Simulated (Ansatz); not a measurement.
Molecular dynamics of H$_{4}$OSi

Input:

```yaml
crystal:
  periodic: [false, false, false]
  atoms:
    - { symbol: Si, position_ang: [-0.02085, -0.030027, -0.040457] }
    - { symbol: H, position_ang: [-0.094892, 0.022831, 1.454396] }
    - { symbol: H, position_ang: [1.400646, 0.052976, -0.470108] }
    - { symbol: O, position_ang: [-0.798512, 1.261188, -0.749215] }
    - { symbol: H, position_ang: [-1.738494, 1.353314, -0.571228] }
    - { symbol: H, position_ang: [-0.599199, -1.340682, -0.476987] }
basis:
  gaussian: { orbitals: def2-SVP }
hamiltonian:
  xc: pbe0
  dispersion: d4
md:
  timestep: 0.25
  n_steps: 250
  ensemble: nvt_langevin
  temperature: 200.0
  initial_velocities: maxwell_boltzmann
  seed: 426250
  friction: 0.005
```

Command:

```bash
$ ansatz run input.yaml --threads 1 --pin off --max-ram 2048MiB --backend cpu --events-out ev --progress --plain --runs-dir out
```

It starts from a relaxed structure.

Output, in part (one step line in 9, the closing report, with atoms numbered from 0):

```
md step     0: t =     0.00 fs  T =   166.7 K  F+E_penalty+E_count = -9980.73959577 eV  E_kin = 0.129260 eV  (20 SCF iters)
md step     9: t =     2.25 fs  T =   124.9 K  F+E_penalty+E_count = -9980.70241346 eV  E_kin = 0.096894 eV  (17 SCF iters)
md step    18: t =     4.50 fs  T =    95.4 K  F+E_penalty+E_count = -9980.67857126 eV  E_kin = 0.074001 eV  (20 SCF iters)
md step    27: t =     6.75 fs  T =    82.1 K  F+E_penalty+E_count = -9980.67240428 eV  E_kin = 0.063680 eV  (17 SCF iters)
md step    36: t =     9.00 fs  T =    83.8 K  F+E_penalty+E_count = -9980.67014867 eV  E_kin = 0.065025 eV  (19 SCF iters)
md step    45: t =    11.25 fs  T =    58.5 K  F+E_penalty+E_count = -9980.64843171 eV  E_kin = 0.045401 eV  (17 SCF iters)
md step    54: t =    13.50 fs  T =   108.2 K  F+E_penalty+E_count = -9980.68282279 eV  E_kin = 0.083945 eV  (20 SCF iters)
md step    63: t =    15.75 fs  T =   127.1 K  F+E_penalty+E_count = -9980.70279834 eV  E_kin = 0.098571 eV  (20 SCF iters)
md step    72: t =    18.00 fs  T =   116.0 K  F+E_penalty+E_count = -9980.69285216 eV  E_kin = 0.089989 eV  (20 SCF iters)
md step    81: t =    20.25 fs  T =   120.4 K  F+E_penalty+E_count = -9980.69158929 eV  E_kin = 0.093405 eV  (20 SCF iters)
md step    90: t =    22.50 fs  T =   126.3 K  F+E_penalty+E_count = -9980.70495887 eV  E_kin = 0.097926 eV  (20 SCF iters)
md step    99: t =    24.75 fs  T =    96.7 K  F+E_penalty+E_count = -9980.67305583 eV  E_kin = 0.074997 eV  (20 SCF iters)
md step   108: t =    27.00 fs  T =    73.9 K  F+E_penalty+E_count = -9980.65035241 eV  E_kin = 0.057321 eV  (20 SCF iters)
md step   117: t =    29.25 fs  T =   112.0 K  F+E_penalty+E_count = -9980.67751604 eV  E_kin = 0.086890 eV  (20 SCF iters)
md step   126: t =    31.50 fs  T =    99.7 K  F+E_penalty+E_count = -9980.65671692 eV  E_kin = 0.077327 eV  (23 SCF iters)
md step   135: t =    33.75 fs  T =   111.3 K  F+E_penalty+E_count = -9980.67334879 eV  E_kin = 0.086294 eV  (23 SCF iters)
md step   144: t =    36.00 fs  T =   110.2 K  F+E_penalty+E_count = -9980.67755104 eV  E_kin = 0.085454 eV  (20 SCF iters)
md step   153: t =    38.25 fs  T =   148.7 K  F+E_penalty+E_count = -9980.71566457 eV  E_kin = 0.115365 eV  (23 SCF iters)
md step   162: t =    40.50 fs  T =    77.3 K  F+E_penalty+E_count = -9980.65739342 eV  E_kin = 0.059927 eV  (17 SCF iters)
md step   171: t =    42.75 fs  T =   124.8 K  F+E_penalty+E_count = -9980.68631698 eV  E_kin = 0.096769 eV  (23 SCF iters)
md step   180: t =    45.00 fs  T =    83.6 K  F+E_penalty+E_count = -9980.65685070 eV  E_kin = 0.064859 eV  (17 SCF iters)
md step   189: t =    47.25 fs  T =    99.5 K  F+E_penalty+E_count = -9980.66201368 eV  E_kin = 0.077161 eV  (23 SCF iters)
md step   198: t =    49.50 fs  T =    81.8 K  F+E_penalty+E_count = -9980.64406195 eV  E_kin = 0.063414 eV  (20 SCF iters)
md step   207: t =    51.75 fs  T =   145.3 K  F+E_penalty+E_count = -9980.68401787 eV  E_kin = 0.112707 eV  (23 SCF iters)
md step   216: t =    54.00 fs  T =   151.3 K  F+E_penalty+E_count = -9980.68219890 eV  E_kin = 0.117305 eV  (19 SCF iters)
md step   225: t =    56.25 fs  T =   175.4 K  F+E_penalty+E_count = -9980.69095464 eV  E_kin = 0.136005 eV  (23 SCF iters)
md step   234: t =    58.50 fs  T =   204.7 K  F+E_penalty+E_count = -9980.69634115 eV  E_kin = 0.158725 eV  (22 SCF iters)
md step   243: t =    60.75 fs  T =   128.4 K  F+E_penalty+E_count = -9980.64512881 eV  E_kin = 0.099596 eV  (20 SCF iters)
md step   250: t =    62.50 fs  T =   113.2 K  F+E_penalty+E_count = -9980.62345406 eV  E_kin = 0.087781 eV  (21 SCF iters)
Total energy: -9980.62347531 eV, -366.7811476080 hartree
Atom 0 at     0.017883    -0.030410    -0.127559 Å, force    -0.537152     0.234047    -0.453604 eV/Å
Atom 1 at     0.478907     0.079374     1.262169 Å, force     0.010820     0.213594     0.591620 eV/Å
Atom 2 at     1.299226    -0.006578    -0.915523 Å, force    -0.461173    -0.084040    -0.154736 eV/Å
Atom 3 at    -0.985650     1.229642    -0.656424 Å, force    -0.979886    -0.508734     0.939864 eV/Å
Atom 4 at    -1.900749     1.203996    -0.254253 Å, force     1.632940     0.038644    -0.718222 eV/Å
Atom 5 at    -0.781531    -1.313572    -0.177343 Å, force     0.334451     0.106488    -0.204923 eV/Å
Dipole moment:    -0.206425    -0.114417     0.151957 e Å
```

The run went to its last step. The mean temperature of the second half is 38 % below the set value. A run of 0.062 ps of so small a system gives no equilibrium averages.

The same pairs are bonded in the first frame and the last. Pairs count as bonded within 1.25 times the sum of covalent radii (0.12 Å more for H–H).

Last frame:

```xyz
6
Properties=species:S:1:pos:R:3
Si 0.018 -0.030 -0.128
H 0.479 0.079 1.262
H 1.299 -0.007 -0.915
O -0.986 1.230 -0.656
H -1.901 1.204 -0.254
H -0.781 -1.314 -0.177
```

Time of the run: 2.3 min on 1 thread of Intel(R) Xeon(R) 6975P-C (Granite Rapids) (shared host), peak memory 0.1 GiB.
